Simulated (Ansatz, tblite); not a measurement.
# BeF2: a ladder of methods and basis sets

Aim: run the singlet of BeF2 at one geometry on many levels, and compare frontier levels, spin and run time.

Method: as each input shows; program: Ansatz 0.2.0, Gaussian basis.

The runs, in order: GFN1-xTB, GFN2-xTB, PBE-D4/def2-TZVP, r2SCAN-D4/def2-TZVP, LDA/def2-TZVP, ωB97M-V/def2-TZVP, r2SCAN0-D4/def2-TZVP, ωB97X-V/def2-TZVP, LC-ωPBE/def2-TZVP, r2SCANh-D4/def2-TZVP, PBE-QIDH/def2-TZVP, PBE-D4/def2-SVP, PBE0-D4/def2-SVP, HF/STO-3G, HF/6-31G, B3LYP-D4/6-31G, CCSD(T)/def2-TZVPP, MP2/def2-TZVP, RPA/def2-TZVP.

2 further runs of the same task are left out: 2 set aside as unsound or not needed. Runs told in other sessions of the task aren't counted.

### 1 The structure

The geometry is that of the singlet, from an earlier relaxation (PBE-D4/def2-TZVP).

3 atoms, charge 0, spin multiplicity 1.

Bond lengths: Be1–F2 1.391 Å, Be1–F3 1.391 Å. Angles: F2–Be1–F3 179.8°.

Geometry (Å):

```
Be   -0.00137   -0.00079   -0.00003
F    -0.01601   -0.02027    1.39080
F     0.01738    0.02105   -1.39077
```

PBE0-D4/def2-TZVP was run before; its log isn't repeated, and its numbers join the tables.

### 2 GFN1-xTB

Tight binding, by tblite at 300 K electronic temperature and without a spin-polarisation term:

```python
tblite.interface.Calculator('GFN1-xTB', numbers, positions, charge=0, uhf=0).singlepoint()
```

Energy -302.8459 eV, HOMO -13.77 eV, LUMO -6.84 eV; 0.002 s.

### 3 GFN2-xTB

Tight binding, by tblite at 300 K electronic temperature and without a spin-polarisation term:

```python
tblite.interface.Calculator('GFN2-xTB', numbers, positions, charge=0, uhf=0).singlepoint()
```

Energy -279.6296 eV, HOMO -13.89 eV, LUMO -5.70 eV; 0.001 s.

### 4 PBE-D4/def2-TZVP

start.molden holds the orbitals of an earlier run on this state, given as this run's starting guess.

in.yaml reads:

```yaml
crystal:
  periodic: [false, false, false]
  atoms:
    - {symbol: Be, position_ang: [-0.001373, -0.000789, -0.000029]}
    - {symbol: F, position_ang: [-0.016010, -0.020274, 1.390801]}
    - {symbol: F, position_ang: [0.017382, 0.021054, -1.390772]}
basis:
  gaussian: {orbitals: def2-TZVP, initial_orbitals: start.molden}
hamiltonian: {xc: pbe, dispersion: d4}
scf: {omitted_lower_state_checks: [starts]}
output: {orbitals: {seedname: orbitals}}
```

On the command line:

```
ansatz run in.yaml --threads 4 --pin off --events-out ev --progress --plain --max-ram 3916MiB
```

The runs that follow: r2SCAN-D4/def2-TZVP; LDA/def2-TZVP; ωB97M-V/def2-TZVP; r2SCAN0-D4/def2-TZVP; ωB97X-V/def2-TZVP; LC-ωPBE/def2-TZVP; r2SCANh-D4/def2-TZVP; PBE-QIDH/def2-TZVP; PBE-D4/def2-SVP; PBE0-D4/def2-SVP; HF/STO-3G; HF/6-31G; B3LYP-D4/6-31G; CCSD(T)/def2-TZVPP; MP2/def2-TZVP; RPA/def2-TZVP.

Before running them: what should the planned runs give, taken together? Wanted: gap in def2-TZVP, named functionals, smallest and largest; correlation energy, CCSD(T)/def2-TZVPP; correlation energy, MP2/def2-TZVP; binding an atom, CCSD(T)/def2-TZVPP; PBE0 total energy, smallest basis above largest.

The runs gave:

| quantity | value |
| --- | --- |
| gap in def2-TZVP, named functionals, smallest and largest | 8.25 eV (PBE-D4), 15.40 eV (LC-ωPBE) |
| correlation energy, CCSD(T)/def2-TZVPP | -16.09 eV |
| correlation energy, MP2/def2-TZVP | -15.65 eV |
| binding an atom, CCSD(T)/def2-TZVPP | 4.168 eV |
| PBE0 total energy, smallest basis above largest | 7.50 eV (def2-SVP, def2-TZVP) |

Orbital gaps of the named functionals in def2-TZVP span 8.25 eV (PBE-D4) to 15.40 eV (LC-ωPBE); exact exchange widens it. A small miss in a minimal or small basis is a cancelling of errors, not accuracy. The functionals in def2-TZVP miss CCSD(T)/def2-TZVPP by +0.100 (r2SCAN0-D4) to +0.817 eV (LDA) an atom. The reference is CCSD(T) in one finite basis, so it carries an error of its own, often a tenth of an eV or more, and near misses can't be ranked.
